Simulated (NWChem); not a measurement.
# chloromethane (CH3Cl); SMILES CCl

```xyz
5

C      0.0000     0.0000    -1.1109
Cl     0.0000     0.0000     0.6644
H      0.7330     0.7330    -1.4701
H      0.2683    -1.0013    -1.4701
H     -1.0013     0.2683    -1.4701
```
Atoms are numbered in this order, from 1.

All runs: NWChem. STO-3G and 3-21G are far too small for this property and stand as cheap habits. Geometry: optimised at PBE0/def2-SVP. GIAO values for the isolated, static molecule; σ is the absolute isotropic shielding, δ = σ(reference) − σ with the isolated reference molecule computed at the same levels (13C: tetramethylsilane, 1H: tetramethylsilane).

```json
[
 {"level": "PBE/pcSseg-1", "δ C1 (ppm)": "[?]", "σ Cl2 (ppm)": "[?]", "δ H3 (ppm)": "2.93"},
 {"level": "Hartree-Fock/STO-3G", "δ C1 (ppm)": "34.9", "σ Cl2 (ppm)": "1081.8", "δ H3 (ppm)": "2.24"},
 {"level": "LDA (Slater exchange, VWN5)/pcSseg-1", "δ C1 (ppm)": "30.3", "σ Cl2 (ppm)": "929.6", "δ H3 (ppm)": "2.94"}
]
```

Task: Some entries are withheld; supply them.

Result: 
- PBE/pcSseg-1, δ C1 (ppm): 31.3
- PBE/pcSseg-1, σ Cl2 (ppm): 917.0
